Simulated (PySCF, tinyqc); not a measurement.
Inside a calculation. Method: RHF in the sto-6g basis, for LiH, spin multiplicity 1. The lowest restricted solution is unstable here: a spin-polarised one lies 0.0009 hartree lower (PySCF). One step of it, computed by the program tinyqc.

Question. Iteration 1: building the Fock matrix. J_ij = sum D_kl (ij|kl), K_ij = sum D_kl (ik|jl); F = H + J - 0.5 K; E = tr D H + tr D J / 2 - 0.25 tr D K + E_nn.

D at the start:
```
            1Li 1s     1Li 2s   1Li 2px   1Li 2py    1Li 2pz      2H 1s
1Li 1s    2.055435  -0.181852  0.000000  0.000000  -0.105084  -0.096820
1Li 2s   -0.181852   0.497548  0.000000  0.000000   0.462176   0.486342
1Li 2px   0.000000   0.000000  0.000000  0.000000   0.000000   0.000000
1Li 2py   0.000000   0.000000  0.000000  0.000000   0.000000   0.000000
1Li 2pz  -0.105084   0.462176  0.000000  0.000000   0.431369   0.454365
2H 1s    -0.096820   0.486342  0.000000  0.000000   0.454365   0.478681
```

core Hamiltonian H = T + V (hartree):
```
            1Li 1s     1Li 2s    1Li 2px    1Li 2py    1Li 2pz      2H 1s
1Li 1s   -4.701435  -0.998263   0.000000   0.000000  -0.009806  -0.097314
1Li 2s   -0.998263  -1.333110   0.000000   0.000000  -0.092795  -0.428017
1Li 2px   0.000000   0.000000  -1.095946   0.000000   0.000000   0.000000
1Li 2py   0.000000   0.000000   0.000000  -1.095946   0.000000   0.000000
1Li 2pz  -0.009806  -0.092795   0.000000   0.000000  -1.166837  -0.577841
2H 1s    -0.097314  -0.428017   0.000000   0.000000  -0.577841  -1.223908
```

Two-electron integrals (ij|kl) in chemists' order, unique and non-zero (hartree):
```
(11|11) 1.681247   (21|11) 0.242603   (21|21) 0.044507   (22|11) 0.397190
(22|21) 0.090279   (22|22) 0.290625   (31|31) 0.009437   (32|31) 0.014261
(32|32) 0.064236   (33|11) 0.397190   (33|21) 0.090279   (33|22) 0.290625
(33|33) 0.313125   (41|41) 0.009437   (42|41) 0.014261   (42|42) 0.064236
(43|43) 0.016875   (44|11) 0.397190   (44|21) 0.090279   (44|22) 0.290625
(44|33) 0.279374   (44|44) 0.313125   (51|51) 0.009437   (52|51) 0.014261
(52|52) 0.064236   (53|53) 0.016875   (54|54) 0.016875   (55|11) 0.397190
(55|21) 0.090279   (55|22) 0.290625   (55|33) 0.279374   (55|44) 0.279374
(55|55) 0.313125   (61|11) 0.022669   (61|21) 0.004098   (61|22) 0.008499
(61|33) 0.008376   (61|44) 0.008376   (61|51) 0.000552   (61|52) 0.001158
(61|55) 0.008746   (61|61) 0.000419   (62|11) 0.086036   (62|21) 0.019986
(62|22) 0.072360   (62|33) 0.068253   (62|44) 0.068253   (62|51) 0.003261
(62|52) 0.022399   (62|55) 0.080574   (62|61) 0.002274   (62|62) 0.034744
(63|31) 0.001308   (63|32) 0.006829   (63|53) 0.003000   (63|63) 0.001886
(64|41) 0.001308   (64|42) 0.006829   (64|54) 0.003000   (64|64) 0.001886
(65|11) 0.115091   (65|21) 0.026923   (65|22) 0.100163   (65|33) 0.093283
(65|44) 0.093283   (65|51) 0.005076   (65|52) 0.034791   (65|55) 0.113923
(65|61) 0.003160   (65|62) 0.052050   (65|65) 0.078565   (66|11) 0.250921
(66|21) 0.059098   (66|22) 0.235383   (66|33) 0.215503   (66|44) 0.215503
(66|51) 0.009695   (66|52) 0.085799   (66|55) 0.275145   (66|61) 0.006933
(66|62) 0.148761   (66|65) 0.229350   (66|66) 0.774999
```

nuclear repulsion = 0.75309850 hartree

Give: Coulomb J; exchange K; Fock matrix F; total energy of this density.

Answer.

Coulomb J (hartree):
```
         1Li 1s  1Li 2s  1Li 2px  1Li 2py  1Li 2pz   2H 1s
1Li 1s   4.0404  0.6377   0.0000   0.0000   0.0235  0.0624
1Li 2s   0.6377  1.3260   0.0000   0.0000   0.1506  0.4122
1Li 2px  0.0000  0.0000   1.3014   0.0000   0.0000  0.0000
1Li 2py  0.0000  0.0000   0.0000   1.3014   0.0000  0.0000
1Li 2pz  0.0235  0.1506   0.0000   0.0000   1.3751  0.5880
2H 1s    0.0624  0.4122   0.0000   0.0000   0.5880  1.5301
```

exchange K (hartree):
```
         1Li 1s  1Li 2s  1Li 2px  1Li 2py  1Li 2pz   2H 1s
1Li 1s   3.3940  0.4776   0.0000   0.0000   0.0158  0.0588
1Li 2s   0.4776  0.3345   0.0000   0.0000   0.2870  0.3672
1Li 2px  0.0000  0.0000   0.0635   0.0000   0.0000  0.0000
1Li 2py  0.0000  0.0000   0.0000   0.0635   0.0000  0.0000
1Li 2pz  0.0158  0.2870   0.0000   0.0000   0.3552  0.4488
2H 1s    0.0588  0.3672   0.0000   0.0000   0.4488  0.8214
```

Fock matrix F (hartree):
```
          1Li 1s   1Li 2s  1Li 2px  1Li 2py  1Li 2pz    2H 1s
1Li 1s   -2.3580  -0.5993   0.0000   0.0000   0.0058  -0.0643
1Li 2s   -0.5993  -0.1744   0.0000   0.0000  -0.0857  -0.1994
1Li 2px   0.0000   0.0000   0.1737   0.0000   0.0000   0.0000
1Li 2py   0.0000   0.0000   0.0000   0.1737   0.0000   0.0000
1Li 2pz   0.0058  -0.0857   0.0000   0.0000   0.0307  -0.2142
2H 1s    -0.0643  -0.1994   0.0000   0.0000  -0.2142  -0.1045
```

total energy of this density = -7.880949 hartree
